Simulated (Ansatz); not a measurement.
# H5OPSi: rotation by 180° about the O1–P2 bond

How high is the barrier for the rotation by 180° about the O1–P2 bond? Relax the two ends, then run a nudged elastic band between them. SMILES of the start: OP[SiH3].

Method: RKS PBE/def2-mTZVP, in Ansatz 0.2.0.

### Step 1. The structure to begin with

Bond lengths: O1–P2 1.608 Å, P2–Si3 2.223 Å, O1–H4 0.951 Å, P2–H5 1.428 Å, Si3–H6 1.518 Å, Si3–H7 1.505 Å, Si3–H8 1.427 Å. Angles: O1–P2–Si3 99.1°, O1–P2–H5 97.3°, Si3–P2–H5 97.0°, P2–O1–H4 109.1°, P2–Si3–H6 108.2°, P2–Si3–H7 110.6°, P2–Si3–H8 110.2°, H6–Si3–H7 107.3°, H6–Si3–H8 109.3°, H7–Si3–H8 111.1°.

As a file:

```xyz
8

O    -1.0514    0.4096   -1.4935
P    -0.3424    1.1656   -0.2643
Si    0.4805   -0.6007    0.8049
H    -1.9844    0.3451   -1.3234
H     0.8581    1.5323   -0.9442
H     1.3914   -0.1024    1.9121
H     1.3189   -1.4388   -0.1228
H    -0.5787   -1.3679    1.3753
```

### Step 2. Relaxing end A

The input, input.yaml:

```yaml
crystal:
  periodic: [false, false, false]
  atoms:
    - { symbol: O, position_ang: [-1.0514, 0.4096, -1.4935] }
    - { symbol: P, position_ang: [-0.3424, 1.1656, -0.2643] }
    - { symbol: Si, position_ang: [0.4805, -0.6007, 0.8049] }
    - { symbol: H, position_ang: [-1.9844, 0.3451, -1.3234] }
    - { symbol: H, position_ang: [0.8581, 1.5323, -0.9442] }
    - { symbol: H, position_ang: [1.3914, -0.1024, 1.9121] }
    - { symbol: H, position_ang: [1.3189, -1.4388, -0.1228] }
    - { symbol: H, position_ang: [-0.5787, -1.3679, 1.3753] }
basis:
  gaussian: { orbitals: def2-mTZVP }
hamiltonian:
  xc: pbe
relax:
  f_tol: 0.015
  max_steps: 40
```

Command:

```sh
$ ansatz run input.yaml --threads 1 --pin off --max-ram 2048MiB --backend cpu --events-out ev --progress --plain --runs-dir out
```

What it wrote, shortened:

```text
Warning: RAYON_NUM_THREADS=1 ignored (pool sized by the plan → 1); use --threads N
[...]
Functional definition: PBE
[...]
807 factors; their error is unknown
[...]
mean field -19284.60040357 eV, -708.6959932595 hartree, gradient 3.7e-5 eV, S^2 0.000000; 0 other end points of the search recorded, 0 dependent functions left out
[...]
reference -19284.60044270 eV, -708.6959946977 hartree; 21, 21 occupied and 62, 62 virtual orbitals, 807 factors
relax step   1: F+E_penalty+E_count = -19284.60040357 eV  Δ(F+E_penalty+E_count) = +0.000e0 eV  max|allowed force component| = 2.457e0 eV/Å  Δτ_max = 0.0000 Å  (25 SCF iters, accepted)
[...]
relax step   3: F+E_penalty+E_count = -19284.87290058 eV  Δ(F+E_penalty+E_count) = -6.635e-2 eV  max|allowed force component| = 9.706e-1 eV/Å  Δτ_max = 0.1044 Å  (27 SCF iters, accepted)
[...]
relax step   5: F+E_penalty+E_count = -19284.88885793 eV  Δ(F+E_penalty+E_count) = -1.596e-2 eV  max|allowed force component| = 2.735e-1 eV/Å  Δτ_max = 0.0944 Å  (28 SCF iters, accepted)
[...]
relax step   7: F+E_penalty+E_count = -19284.89929237 eV  Δ(F+E_penalty+E_count) = -8.512e-4 eV  max|allowed force component| = 1.110e-1 eV/Å  Δτ_max = 0.0475 Å  (27 SCF iters, accepted)
[...]
relax step   9: F+E_penalty+E_count = -19284.90105186 eV  Δ(F+E_penalty+E_count) = -2.189e-4 eV  max|allowed force component| = 5.010e-2 eV/Å  Δτ_max = 0.0187 Å  (26 SCF iters, accepted)
[...]
relax step  10: F+E_penalty+E_count = -19284.90115234 eV  Δ(F+E_penalty+E_count) = -1.005e-4 eV  max|allowed force component| = 2.397e-2 eV/Å  Δτ_max = 0.0171 Å  (27 SCF iters, accepted)
[...]
relax step  11: F+E_penalty+E_count = -19284.90120514 eV  Δ(F+E_penalty+E_count) = -5.281e-5 eV  max|allowed force component| = 3.574e-3 eV/Å  Δτ_max = 0.0041 Å  (23 SCF iters, accepted)
807 factors; their error is unknown
[...]
mean field -19284.90120514 eV, -708.7070475135 hartree, gradient 5.9e-6 eV, S^2 0.000000; 1 other end points of the search recorded, 0 dependent functions left out
[...]
reference -19284.90124509 eV, -708.7070489814 hartree; 21, 21 occupied and 62, 62 virtual orbitals, 807 factors
Total energy: -19284.90124509 eV, -708.7070489814 hartree
Atom 0 at    -1.111047     0.285626    -1.534018 Å, force     0.002151    -0.003399    -0.000708 eV/Å
Atom 1 at    -0.448704     1.130664    -0.203205 Å, force    -0.000632     0.003574    -0.001834 eV/Å
Atom 2 at     0.558565    -0.633917     0.848041 Å, force     0.002086    -0.001399     0.001346 eV/Å
Atom 3 at    -2.018566     0.617739    -1.664124 Å, force    -0.002922     0.001386     0.000360 eV/Å
Atom 4 at     0.778616     1.566499    -0.826174 Å, force     0.000185    -0.000351     0.002031 eV/Å
Atom 5 at     1.518291    -0.062533     1.849885 Å, force    -0.000411    -0.000295    -0.000469 eV/Å
Atom 6 at     1.297673    -1.531516    -0.096532 Å, force     0.000024     0.000057    -0.000598 eV/Å
Atom 7 at    -0.482828    -1.429763     1.570228 Å, force    -0.000481     0.000427    -0.000128 eV/Å
Dipole moment:    -0.107740     0.084576     0.003828 e Å
```

Run time: 27 s. Hardware: 1 thread of Arm Neoverse V1, shared host; peak memory 0.14 GiB.

Step by step:

| step | energy from step 1 (eV) | largest force component (eV/Å) |
| --- | --- | --- |
| 1 | 0.0000 | 2.4570 |
| 2 | -0.2062 | 1.2261 |
| 3 | -0.2725 | 0.9706 |
| 4x | -0.2545 | 0.4851 |
| 5 | -0.2885 | 0.2735 |
| 6 | -0.2980 | 0.0340 |
| 7 | -0.2989 | 0.1110 |
| 8 | -0.3004 | 0.0728 |
| 9 | -0.3006 | 0.0501 |
| 10 | -0.3007 | 0.0240 |
| 11 | -0.3008 | 0.0036 |

Step 1 is the start. 1 step was tried and not accepted (marked x).

After: Bond lengths: O1–P2 1.710 Å, P2–Si3 2.288 Å, O1–H4 0.975 Å, P2–H5 1.444 Å, Si3–H6 1.500 Å, Si3–H7 1.498 Å, Si3–H8 1.496 Å. Angles: O1–P2–Si3 98.5°, O1–P2–H5 98.2°, Si3–P2–H5 93.3°, P2–O1–H4 107.2°, P2–Si3–H6 107.1°, P2–Si3–H7 112.9°, P2–Si3–H8 109.0°, H6–Si3–H7 109.5°, H6–Si3–H8 109.0°, H7–Si3–H8 109.2°.

### Step 3. Relaxing end B

The second end starts from a geometry with the move made by hand.

The input, input.yaml:

```yaml
crystal:
  periodic: [false, false, false]
  atoms:
    - { symbol: O, position_ang: [-1.0514, 0.4096, -1.4935] }
    - { symbol: P, position_ang: [-0.3424, 1.1656, -0.2643] }
    - { symbol: Si, position_ang: [-0.85683, 3.26082, -0.7987] }
    - { symbol: H, position_ang: [-1.9844, 0.3451, -1.3234] }
    - { symbol: H, position_ang: [-1.38238, 0.97006, 0.6939] }
    - { symbol: H, position_ang: [-0.46033, 4.15659, 0.36075] }
    - { symbol: H, position_ang: [-2.34221, 3.40905, -0.99267] }
    - { symbol: H, position_ang: [-0.14311, 3.65964, -1.96806] }
basis:
  gaussian: { orbitals: def2-mTZVP }
hamiltonian:
  xc: pbe
relax:
  f_tol: 0.015
  max_steps: 40
output:
  orbitals: {}
```

Command:

```sh
$ ansatz run input.yaml --threads 1 --pin off --max-ram 2048MiB --backend cpu --events-out ev --progress --plain --runs-dir out
```

What it wrote, shortened:

```text
Warning: RAYON_NUM_THREADS=1 ignored (pool sized by the plan → 1); use --threads N
[...]
Functional definition: PBE
[...]
807 factors; their error is unknown
[...]
mean field -19284.53621615 eV, -708.6936344156 hartree, gradient 3.1e-5 eV, S^2 0.000000; 0 other end points of the search recorded, 0 dependent functions left out
[...]
reference -19284.53625487 eV, -708.6936358381 hartree; 21, 21 occupied and 62, 62 virtual orbitals, 807 factors
relax step   1: F+E_penalty+E_count = -19284.53621615 eV  Δ(F+E_penalty+E_count) = +0.000e0 eV  max|allowed force component| = 2.253e0 eV/Å  Δτ_max = 0.0000 Å  (26 SCF iters, accepted)
[...]
relax step   6: F+E_penalty+E_count = -19284.87843882 eV  Δ(F+E_penalty+E_count) = -8.712e-4 eV  max|allowed force component| = 2.538e-2 eV/Å  Δτ_max = 0.0111 Å  (28 SCF iters, accepted)
[...]
reference -19284.87856746 eV, -708.7062155941 hartree; 21, 21 occupied and 62, 62 virtual orbitals, 807 factors
Total energy: -19284.87856746 eV, -708.7062155941 hartree
Atom 0 at    -1.143779     0.216517    -1.429838 Å, force     0.001361     0.001919     0.003041 eV/Å
Atom 1 at    -0.280906     1.102177    -0.267826 Å, force    -0.000598     0.003904    -0.003359 eV/Å
Atom 2 at    -0.872631     3.261809    -0.776119 Å, force     0.002115    -0.002339     0.002304 eV/Å
Atom 3 at    -2.072488     0.508438    -1.511878 Å, force    -0.002320    -0.003489    -0.004314 eV/Å
Atom 4 at    -1.194433     1.048109     0.855419 Å, force     0.000337     0.001036     0.002543 eV/Å
Atom 5 at    -0.558960     4.138966     0.399193 Å, force     0.000215    -0.001245     0.000171 eV/Å
Atom 6 at    -2.339820     3.363247    -1.089299 Å, force    -0.000464     0.001248    -0.000415 eV/Å
Atom 7 at    -0.100045     3.737196    -1.965632 Å, force    -0.000646    -0.001034     0.000029 eV/Å
Dipole moment:    -0.313463     0.194008     0.090225 e Å
```

Run time: 18 s. Hardware: 1 thread of Arm Neoverse V1, shared host; peak memory 0.14 GiB.

The steps of the relaxation:

| step | energy from step 1 (eV) | largest force component (eV/Å) |
| --- | --- | --- |
| 1 | 0.0000 | 2.2526 |
| 2 | -0.2384 | 1.9450 |
| 3 | -0.3062 | 1.2389 |
| 4 | -0.3382 | 0.1935 |
| 5 | -0.3414 | 0.1255 |
| 6 | -0.3422 | 0.0254 |
| 7 | -0.3423 | 0.0043 |

Step 1 is the start.

After: Bond lengths: O1–P2 1.697 Å, P2–Si3 2.296 Å, O1–H4 0.977 Å, P2–H5 1.449 Å, Si3–H6 1.500 Å, Si3–H7 1.504 Å, Si3–H8 1.496 Å. Angles: O1–P2–Si3 102.0°, O1–P2–H5 101.0°, Si3–P2–H5 92.5°, P2–O1–H4 112.6°, P2–Si3–H6 108.8°, P2–Si3–H7 111.2°, P2–Si3–H8 110.0°, H6–Si3–H7 109.1°, H6–Si3–H8 109.2°, H7–Si3–H8 108.5°.

### Step 4. Nudged elastic band

crystal.atoms is end A as relaxed above, and neb.final_atoms is end B, turned to lie on A. With 5 inner images the band has 7 in all.

The input, input.yaml:

```yaml
crystal:
  periodic: [false, false, false]
  atoms:
    - { symbol: O, position_ang: [-1.111047, 0.285626, -1.534018] }
    - { symbol: P, position_ang: [-0.448704, 1.130664, -0.203205] }
    - { symbol: Si, position_ang: [0.558565, -0.633917, 0.848041] }
    - { symbol: H, position_ang: [-2.018566, 0.617739, -1.664124] }
    - { symbol: H, position_ang: [0.778616, 1.566499, -0.826174] }
    - { symbol: H, position_ang: [1.518291, -0.062533, 1.849885] }
    - { symbol: H, position_ang: [1.297673, -1.531516, -0.096532] }
    - { symbol: H, position_ang: [-0.482828, -1.429763, 1.570228] }
basis:
  gaussian: { orbitals: def2-mTZVP }
hamiltonian:
  xc: pbe
neb:
  order_check: false
  images: 5
  f_tol: 0.05
  max_iterations: 60
  initial_path: idpp
  final_atoms:
    - { symbol: O, position_ang: [-1.51358653, 0.62315624, -1.2741181] }
    - { symbol: P, position_ang: [-0.56003482, 1.27661404, -0.03196376] }
    - { symbol: Si, position_ang: [0.46753206, -0.59344321, 0.81627135] }
    - { symbol: H, position_ang: [-1.02270416, -0.01263851, -1.83021914] }
    - { symbol: H, position_ang: [0.62296347, 1.67067769, -0.76977344] }
    - { symbol: H, position_ang: [1.66038574, -0.16792535, 1.61950658] }
    - { symbol: H, position_ang: [0.9174918, -1.51247341, -0.28551568] }
    - { symbol: H, position_ang: [-0.48004756, -1.34116848, 1.69991319] }
```

Command:

```sh
$ ansatz run input.yaml --threads 1 --pin off --max-ram 2048MiB --backend cpu --events-out ev --progress --plain --runs-dir out
```

What it wrote, shortened:

```text
Warning: RAYON_NUM_THREADS=1 ignored (pool sized by the plan → 1); use --threads N
[...]
Functional definition: PBE
[...]
807 factors; their error is unknown
[...]
mean field -19284.90120012 eV, -708.7070473289 hartree, gradient 1.6e-5 eV, S^2 0.000000; 0 other end points of the search recorded, 0 dependent functions left out
[...]
reference -19284.90124018 eV, -708.7070488010 hartree; 21, 21 occupied and 62, 62 virtual orbitals, 807 factors
807 factors; their error is unknown
[...]
mean field -19284.87852780 eV, -708.7062141366 hartree, gradient 2.0e-5 eV, S^2 0.000000; 0 other end points of the search recorded, 0 dependent functions left out
[...]
reference -19284.87856689 eV, -708.7062155730 hartree; 21, 21 occupied and 62, 62 virtual orbitals, 807 factors
NEB end point (image 0): max|allowed force component| = 3.616e-3 eV/Å (the criterion of neb.relax_end_points is 1.000e-2)
[...]
NEB iter   9: max|band force component| = 3.924e-2 eV/Å  barrier→ = 0.1384 eV  barrier← = 0.1157 eV  CI = image 3  Δτ_max = 0.0000 Å  (264 SCF iters)
Total energy: -19284.76283039 eV, -708.7019623352 hartree
Atom 0 at    -1.508330     0.320112    -1.164230 Å, force    -0.007852    -0.004609    -0.022595 eV/Å
Atom 1 at    -0.547393     1.177674    -0.031772 Å, force    -0.002143     0.019633    -0.004329 eV/Å
Atom 2 at     0.551195    -0.637969     0.854175 Å, force     0.015647     0.011764    -0.027180 eV/Å
Atom 3 at    -1.353785     0.655515    -2.066654 Å, force    -0.011015    -0.005515     0.012692 eV/Å
Atom 4 at     0.587219     1.508720    -0.873163 Å, force     0.003807    -0.019996     0.033244 eV/Å
Atom 5 at     1.610848    -0.125633     1.784927 Å, force     0.001745    -0.002076     0.002266 eV/Å
Atom 6 at     1.178389    -1.500970    -0.198018 Å, force     0.006117    -0.007140     0.005385 eV/Å
Atom 7 at    -0.426144    -1.454650     1.638837 Å, force    -0.006305     0.007938     0.000517 eV/Å
Dipole moment:     0.209391     0.091981    -0.258768 e Å
this run last wrote the band of iteration 9 to <dir>
```

Run time: 1.7 min. Hardware: 1 thread of Arm Neoverse V1, shared host; peak memory 0.14 GiB.

### Step 5. Images and barrier

Images 0 and 6 are the ends. Energies count from image 0; the path length is the program's own measure over all atoms.

| image | path (Å) | energy (eV) | dihedral H4–O1–P2–Si3 (°) | band force (eV/Å) |
| --- | --- | --- | --- | --- |
| 0 | 0.000 | 0.0000 | 137 | - |
| 1 | 0.389 | 0.0233 | 166 | 0.020 |
| 2 | 0.778 | 0.0930 | -159 | 0.039 |
| 3* | 1.166 | 0.1384 | -123 | 0.032 |
| 4 | 1.519 | 0.0968 | -89 | 0.024 |
| 5 | 1.871 | 0.0363 | -60 | 0.008 |
| 6 | 2.224 | 0.0227 | -46 | - |

The star marks the climbing image.

image, energy (eV) and a bar:
```
        0      0.000 
        1      0.023 #####
        2      0.093 ####################
        3      0.138 ##############################
        4      0.097 #####################
        5      0.036 ########
        6      0.023 #####
```

How the highest energy settled:

| iteration | highest image above image 0 (eV) | largest band force (eV/Å) |
| --- | --- | --- |
| 1 | 0.7307 | 1.480 |
| 2 | 0.6430 | 1.268 |
| 3 | 0.5462 | 1.313 |
| 4 | 0.5302 | 1.260 |
| 5 | 0.3402 | 0.902 |
| 6 | 0.1668 | 0.392 |
| 7 | 0.1388 | 0.104 |
| 8 | 0.1383 | 0.064 |
| 9 | 0.1384 | 0.039 |

Positions of all images (Å):

```xyz
8
image=0 dE=0.0000
O    -1.111    0.286   -1.534
P    -0.449    1.131   -0.203
Si    0.559   -0.634    0.848
H    -2.019    0.618   -1.664
H     0.779    1.566   -0.826
H     1.518   -0.063    1.850
H     1.298   -1.532   -0.097
H    -0.483   -1.430    1.570
8
image=1 dE=0.0233
O    -1.150    0.186   -1.455
P    -0.529    1.107   -0.155
Si    0.542   -0.633    0.872
H    -1.833    0.718   -1.904
H     0.712    1.558   -0.752
H     1.548   -0.037    1.811
H     1.237   -1.504   -0.128
H    -0.435   -1.452    1.655
8
image=2 dE=0.0930
O    -1.324    0.177   -1.291
P    -0.555    1.133   -0.094
Si    0.548   -0.627    0.875
H    -1.594    0.746   -2.035
H     0.648    1.512   -0.817
H     1.574   -0.063    1.811
H     1.217   -1.479   -0.160
H    -0.422   -1.457    1.655
8
image=3 dE=0.1384
O    -1.508    0.320   -1.164
P    -0.547    1.178   -0.032
Si    0.551   -0.638    0.854
H    -1.354    0.656   -2.067
H     0.587    1.509   -0.873
H     1.611   -0.126    1.785
H     1.178   -1.501   -0.198
H    -0.426   -1.455    1.639
8
image=4 dE=0.0968
O    -1.612    0.556   -1.132
P    -0.528    1.204    0.012
Si    0.542   -0.667    0.820
H    -1.218    0.484   -2.020
H     0.573    1.562   -0.854
H     1.629   -0.184    1.739
H     1.144   -1.544   -0.239
H    -0.437   -1.469    1.619
8
image=5 dE=0.0363
O    -1.599    0.713   -1.162
P    -0.529    1.242    0.044
Si    0.513   -0.673    0.779
H    -1.149    0.264   -1.902
H     0.602    1.648   -0.762
H     1.625   -0.230    1.684
H     1.087   -1.533   -0.310
H    -0.459   -1.488    1.572
8
image=6 dE=0.0227
O    -1.387    0.567   -1.436
P    -0.602    1.254   -0.098
Si    0.396   -0.577    0.863
H    -0.814   -0.049   -1.933
H     0.639    1.694   -0.702
H     1.476   -0.108    1.792
H     0.999   -1.476   -0.180
H    -0.614   -1.362    1.639
```

### Step 6. Frequencies at the highest image

The geometry is the highest inner image of the first converged band.

The input, input.yaml:

```yaml
crystal:
  periodic: [false, false, false]
  atoms:
    - { symbol: O, position_ang: [-1.50833, 0.320112, -1.16423] }
    - { symbol: P, position_ang: [-0.547393, 1.177674, -0.031772] }
    - { symbol: Si, position_ang: [0.551195, -0.637969, 0.854175] }
    - { symbol: H, position_ang: [-1.353785, 0.655515, -2.066654] }
    - { symbol: H, position_ang: [0.587219, 1.50872, -0.873163] }
    - { symbol: H, position_ang: [1.610848, -0.125633, 1.784927] }
    - { symbol: H, position_ang: [1.178389, -1.50097, -0.198018] }
    - { symbol: H, position_ang: [-0.426144, -1.45465, 1.638837] }
basis:
  gaussian: { orbitals: def2-mTZVP }
hamiltonian:
  xc: pbe
phonons: {}
```

Command:

```sh
$ ansatz run input.yaml --threads 1 --pin off --max-ram 2048MiB --backend cpu --events-out ev --progress --plain --runs-dir out
```

What it wrote, shortened:

```text
Warning: RAYON_NUM_THREADS=1 ignored (pool sized by the plan → 1); use --threads N
[...]
Functional definition: PBE
[...]
807 factors; their error is unknown
[...]
mean field -19284.76279316 eV, -708.7019609670 hartree, gradient 5.5e-5 eV, S^2 0.000000; 0 other end points of the search recorded, 0 dependent functions left out
[...]
reference -19284.76283310 eV, -708.7019624346 hartree; 21, 21 occupied and 62, 62 virtual orbitals, 807 factors
[...]
807 factors; their error is unknown
mean field -19284.76274064 eV, -708.7019590369 hartree, gradient 2.2e-6 eV, S^2 0.000000; 0 other end points of the search recorded, 0 dependent functions left out
[...]
reference -19284.76278058 eV, -708.7019605046 hartree; 21, 21 occupied and 62, 62 virtual orbitals, 807 factors
[...]
807 factors; their error is unknown
mean field -19284.76277975 eV, -708.7019604740 hartree, gradient 2.8e-6 eV, S^2 0.000000; 0 other end points of the search recorded, 0 dependent functions left out
[...]
WARN: phonons: modes at or below zero, which the zero-point energy, F, S and C_V leave out: 1, the lowest at -305.62 cm⁻¹. A minimum has none, and a first-order saddle one
[...]
Total energy: -19284.76283310 eV, -708.7019624346 hartree
Atom 0 at    -1.508330     0.320112    -1.164230 Å, force    -0.007838    -0.004608    -0.022641 eV/Å
Atom 1 at    -0.547393     1.177674    -0.031772 Å, force    -0.002142     0.019624    -0.004292 eV/Å
Atom 2 at     0.551195    -0.637969     0.854175 Å, force     0.015637     0.011774    -0.027159 eV/Å
Atom 3 at    -1.353785     0.655515    -2.066654 Å, force    -0.011029    -0.005519     0.012714 eV/Å
Atom 4 at     0.587219     1.508720    -0.873163 Å, force     0.003812    -0.019994     0.033231 eV/Å
Atom 5 at     1.610848    -0.125633     1.784927 Å, force     0.001748    -0.002071     0.002259 eV/Å
Atom 6 at     1.178389    -1.500970    -0.198018 Å, force     0.006119    -0.007147     0.005378 eV/Å
Atom 7 at    -0.426144    -1.454650     1.638837 Å, force    -0.006307     0.007942     0.000510 eV/Å
Dipole moment:     0.209391     0.091980    -0.258769 e Å
Vibrations: -305.62 134.11 160.57 399.50 443.45 544.85 707.36 725.45 850.08 860.40 894.77 914.90 1084.01 2145.29 2161.75 2176.87 2211.75 3710.88 cm⁻¹, zero-point energy 1.247653 eV
```

Run time: 62 s. Hardware: 1 thread of Arm Neoverse V1, shared host; peak memory 0.11 GiB.

Of 18 modes, 1 is imaginary by more than 30 cm⁻¹ (306i cm⁻¹).

### Step 7. Results

| quantity | value |
| --- | --- |
| end A | 9 moves, 0.301 eV lower |
| end B | 6 moves, 0.342 eV lower |
| barrier forwards | 0.14 eV |
| barrier backwards | 0.12 eV |
| second end relative to first | +0.023 eV |
| highest image | 3 of 0 to 6, climbing |
| band iterations | 9 |
| imaginary modes at the top | 306i cm⁻¹ |

What this shows: Along this path the system climbs 0.14 eV from the first end (5 kT at 300 K), which at an assumed attempt frequency of 10^13 s⁻¹ means a rate near 10^11 s⁻¹. Going back costs 0.12 eV, since the second end is 0.023 eV above the first. The listed dihedral goes from 137° at end A through -123° at the highest image to -46° at end B. One imaginary mode, as a first-order saddle point has. Zero-point energy and entropy are left out.
